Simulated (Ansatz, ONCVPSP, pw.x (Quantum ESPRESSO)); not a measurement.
# gallium: one change to the ONCV potential, in the atom and in the diamond crystal

| Item | Value |
| --- | --- |
| Element | Ga (Z = 31) |
| Generator | ONCVPSP 4.0.1.1 (patched build) |
| Type | optimised norm-conserving Vanderbilt (ONCV) |
| Functional | PBEsol |
| Relativity | scalar-relativistic |
| Frozen core | [Ar] 3d10 |
| Valence charge | 3 |
| Reference configuration | 4s2 4p1 |
| Partial waves | 4s: rc 2.05 bohr, ncon 3, nbas 7, qcut 2.7 1/bohr, 2 projectors, debl 0.3 Ha; 4p: rc 2.70 bohr, ncon 4, nbas 8, qcut 3 1/bohr, 2 projectors, debl 2.2 Ha; d scattering state at 0.26 Ha: rc 2.30 bohr, ncon 4, nbas 7, qcut 4.6 1/bohr, 2 projectors, debl 3.7 Ha |
| Local potential | polynomial inside 1.55 bohr (lpopt 5, dvloc0 4 Ha) |
| Core correction | none |

In the s channel the program set the typed energies aside and used -0.329, 0.250 Ha.

Change: all radii scaled by about 0.94 (s 1.92, p 2.54, d 2.16 bohr); local potential polynomial inside 1.46 bohr (lpopt 5, dvloc0 4 Ha).

Cutoffs, loose and tight: the cutoffs (Ha) at which the residual kinetic energy of the hardest occupied pseudo-wave falls to 1 and 0.1 mHa per electron. They do not see the model core or the augmentation charge, which bear on the density cutoff. Test errors are all-electron minus pseudo excitation energies from the reference, over the configurations 4s2 4p0; 4s1 4p0; 4s2 4p0.5; 4s0 4p3; variants that change the core or the reference have their own tests.

Crystal test: diamond Ga in pw.x 7.5, no spin, 8³ k-points, Fermi–Dirac smearing 0.01 Ry, cutoffs set for each file from its atomic test. The reference is all-electron LAPW (Ansatz 0.2.0) with the same functional, mesh and smearing; V0 and B0 come from Birch–Murnaghan fits to the pressures at five volumes. Errors are pseudo minus all-electron; Δ is the rms difference of the E(V) curves that follow from these fits, minima aligned, over ±6 % about the mean V0. Mesh and smearing are coarse, so the numbers serve the comparison and aren't converged zero-temperature values; the lattice is a test structure that the element need not adopt.

All-electron: a0 = 5.761 Å (V0 = 23.90 Å³/atom), B0 = 43.7 GPa.

**Question.** Does the change bring the crystal closer to the all-electron result?

**Answer.** The mean pressure error goes from -0.25 to -0.38 GPa, so the change moves the solid further from the all-electron pressures.

| quantity | base | changed |
| --- | --- | --- |
| outcome (atom) | generated, projector energies reset by the program | generated, projector energies reset by the program |
| cutoff, loose (atom) | 17 Ha | 23 Ha |
| cutoff, tight (atom) | 36 Ha | 46 Ha |
| bound ghosts (atom) | none | none |
| largest test error (meV) (atom) | +44 | +57 |
| cutoffs in pw.x (Ry) | 85/340 | 110/440 |
| a0 (Å) | 5.750 | 5.744 |
| a0 error (%) | -0.19 | -0.29 |
| B0 error (%) | -3.0 | -2.6 |
| Δ (meV/atom) | 1.3 | 2.0 |
| mean pressure error (GPa) | -0.25 | -0.38 |

Base: The largest radius (2.70 bohr) exceeds half the bond length (2.36 bohr), so the spheres overlap, which is one possible source of error among others. The cutoffs count occupied waves only; projector 2 of the d channel, the hardest unoccupied one, needs 45 Ha at the loose tolerance. Changed file: The largest radius (2.54 bohr) exceeds half the bond length (2.36 bohr), so the spheres overlap, which is one possible source of error among others.
